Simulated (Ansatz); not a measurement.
**CH₂N (doublet): from Hartree-Fock to the top rungs at a displaced geometry (v1), cc-pVDZ**

How much of the correlation energy of CH₂N (doublet) does each wave-function method recover here?

Program: Ansatz 0.2.0, Gaussian basis. Level of theory: cc-pVDZ, core rule «outside noble gas», up to 2 orbitals frozen. These are calculated values, not measurements.

To be run: UHF; CCSD(T) on ROHF; CCSD(T) on UHF; BCCD(T) on ROHF; CISD as a restricted active space (open shells left free, so some higher excitations enter); CCSDT(Q) on ROHF; CCSDT(Q) on UHF; CASSCF and MRCISD+Q, 11 electrons in 10 orbitals; CASSCF and NEVPT2, 11 electrons in 10 orbitals.

18 further runs of the same task are left out: 8 that didn't finish, 10 set aside as unsound or not needed. Runs told in other sessions of the task aren't counted.

### 1 The system

The geometry is a PBE0/def2-TZVP stationary point (not a proven minimum) with its atoms shifted at random (size 0.040 Å).

4 atoms, charge 0, spin multiplicity 2.

Atoms are counted from 1 here; the program's logs count them from 0.

Bond lengths: N1–C2 1.248 Å, C2–H3 1.073 Å, C2–H4 1.104 Å. Angles: N1–C2–H3 125.7°, N1–C2–H4 121.3°, H3–C2–H4 113.0°.

### 2 UHF

Contents of in.yaml:

```yaml
crystal:
  periodic: [false, false, false]
  atoms:
    - {symbol: N, position_ang: [0.000663, 0.006071, 0.667613]}
    - {symbol: C, position_ang: [-0.000170, -0.010072, -0.580344]}
    - {symbol: H, position_ang: [0.047794, -0.888112, -1.195886]}
    - {symbol: H, position_ang: [-0.054983, 0.923773, -1.166084]}
basis:
  gaussian: {orbitals: cc-pVDZ}
magnetization: {spin_polarized: true, initial_magnetization: 1}
hamiltonian: {xc: hf}
output: {orbitals: {seedname: orbitals}}
```

The run is started by

```console
> ansatz run in.yaml --threads 1 --pin off --events-out ev --progress --plain --max-ram 2393MiB
```

The runs that follow: CCSD(T) on ROHF; CCSD(T) on UHF; BCCD(T) on ROHF; CISD as a restricted active space (open shells left free, so some higher excitations enter); CCSDT(Q) on ROHF; CCSDT(Q) on UHF; CASSCF and MRCISD+Q, 11 electrons in 10 orbitals; CASSCF and NEVPT2, 11 electrons in 10 orbitals.

Q: Predict the results of all the runs planned. Wanted: UCCSDT(Q) from the RHF energy; RMP2 from UCCSDT(Q); UMP2 from UCCSDT(Q); RCCSD from UCCSDT(Q); RCCSD(T) from UCCSDT(Q); UCCSD(T) from UCCSDT(Q); RCCSDT(Q) from UCCSDT(Q); NEVPT2 valence from UCCSDT(Q); MRCISD+Q valence from UCCSDT(Q).

**Answer**, as computed:

| quantity | value |
| --- | --- |
| UCCSDT(Q) from the ROHF energy | -8.2978 eV |
| RMP2 from UCCSDT(Q) | +24.48 kcal/mol |
| UMP2 from UCCSDT(Q) | +30.85 kcal/mol |
| RCCSD from UCCSDT(Q) | +7.04 kcal/mol |
| RCCSD(T) from UCCSDT(Q) | +1.00 kcal/mol |
| UCCSD(T) from UCCSDT(Q) | +1.26 kcal/mol |
| RCCSDT(Q) from UCCSDT(Q) | +0.03 kcal/mol |
| NEVPT2 valence from UCCSDT(Q) | +21.92 kcal/mol |
| MRCISD+Q valence from UCCSDT(Q) | +0.42 kcal/mol |
| levels within 1 kcal/mol (43 meV) | RCCSD(T), RCCSDT, UCCSDT, RCCSDT(Q), MRCISD+Q valence |
| T1 diagnostic | 0.025 |
| effectively unpaired electrons | 1.06 |

RCCSD(T) misses by +1.00 kcal/mol, 0.5 % of the correlation energy. One determinant dominates. Of the multireference levels listed MRCISD+Q valence comes nearest in total energy (+0.42 kcal/mol), which doesn't show that its space is the better one. These misses are within one basis, not against nature; the frozen cores of restricted and unrestricted runs differ, which can shift their rows.

With open shells the CI space here admits some higher excitations, so it is larger than plain CISD.
